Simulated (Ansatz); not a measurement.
`CC(F)(F)CF` + H₂ → `CC(F)CF` + H–F at 400 K and 1 bar (hydrogenolysis of a C–F bond).

Gas-phase electronic energies from Ansatz, PBE0-D4/def2-TZVP geometries. CBS: MP2 limit from def2 TZ/QZ plus the TZ coupled-cluster correction, frozen cores. This one scheme is used for every species. Each species was taken in one conformer, which may not be the lowest.

| species | CCSD(T)/CBS energy (Eh) | H − E (kJ/mol) | S (J/(mol·K)) |
| --- | --- | --- | --- |
| `CC(F)(F)CF` | -416.54394 | 242.9 | 360.3 |
| H₂ | -1.17544 | 38.0 | 139.0 |
| `CC(F)CF` | -317.34651 | 261.2 | 342.2 |
| H–F | -100.39570 | 36.5 | 182.2 |

H − E and S are ideal-gas, rigid-rotor, harmonic terms from PBE0-D4/def2-TZVP, for one conformer and one mirror image of each species. For small species the MP2-based limit differs from directly extrapolated CCSD(T) by up to some mEh (0.8 for H₂); such offsets cancel only in part. 1 Eh = 2625.50 kJ/mol, R = 8.31446 J/(mol·K).

Q: By hand: ΔE, ΔH, ΔS and ΔG.

A: ΔE = (-317.34651) + (-100.39570) − (-416.54394) − (-1.17544) = -0.02283 Eh = -59.9 kJ/mol. Δ(H − E) = 261.2 + 36.5 − 242.9 − 38.0 = 16.8, so ΔH = -43.1 kJ/mol. ΔS = 342.2 + 182.2 − 360.3 − 139.0 = 25.1 J/(mol·K). ΔG = -43.1 − 400 × (25.1)/1000 = -53.1 kJ/mol.

Q: By hand: the equilibrium constant, and the temperature at which ΔG would vanish if ΔH and ΔS stayed fixed.

A: log₁₀ K = −ΔG/(RT ln 10) = 6.9. ΔH and −TΔS have one sign here, so there is no such temperature.

ΔH outweighs TΔS. A doubt of 5 kJ/mol in ΔE shifts log₁₀ K by 0.7 here. Other conformers and mirror images would add mixing entropy, several J/(mol·K) or more a flexible species. These are equilibria of isolated gas molecules and say nothing of rates. Largest T1 diagnostic: 0.011 (customary marks: 0.02 for closed shells, 0.045 for open ones).
